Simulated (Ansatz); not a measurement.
Ideal-gas functions of C₃H₃FS (`FCC1=CS1`) at 400 K and 1 bar, from an Ansatz frequency run at PBE0-D4/def2-TZVP.

Molar mass 90.12 g/mol, point group C1 (symmetry number 1), electronic degeneracy 1, moments of inertia 51.794, 203.719, 240.946 u Å². Harmonic wavenumbers (cm⁻¹, unscaled): 91, 162, 267, 458, 537, 693, 732, 933, 985, 1030, 1090, 1260, 1388, 1473, 1896, 3046, 3100, 3316.

Use S(trans) = R[1.5 ln M + 2.5 ln T − 1.1517]; rotational temperatures θ = 24.2544 K / I; S(rot) = R[ln(√π/σ · √(T³/θAθBθC)) + 1.5]; for each mode x = 1.438777 ν̃/T, S = R[x/(eˣ − 1) − ln(1 − e⁻ˣ)] and H = RT x/(eˣ − 1); 1 cm⁻¹ = 0.0119627 kJ/mol; R = 8.31446 J/(mol·K).

**Question.** By hand: the entropy, in J/(mol·K).

**Answer.** Translation 171.1. Rotation: θ = 0.4683, 0.1191, 0.1007 K, giving 113.5. Vibration, mode by mode: 17.64, 12.92, 8.96, 5.04, 4.02, 2.59, 2.32, 1.30, 1.12, 0.98, 0.83, 0.50, 0.34, 0.26, 0.07, 0.00, 0.00, 0.00, in all 58.9. Electronic 0.0. Sum 343.5 J/(mol·K).

**Question.** By hand: H − E and G − E in kJ/mol, counted from the electronic energy.

**Answer.** Zero-point energy ½ × 22457 × 0.0119627 = 134.3; thermal vibration 12.8; translation, rotation and pV give 4 RT = 13.3. H − E = 160.4 kJ/mol, and G − E = 160.4 − 400 × 343.5/1000 = 23.0 kJ/mol.

Vibration gives 17 % of the entropy, 17.6 J/(mol·K) of it from the mode under 150 cm⁻¹: soft modes count most, and the harmonic formula is weakest for them. The sum counts one conformer and one mirror image; others add a mixing term.
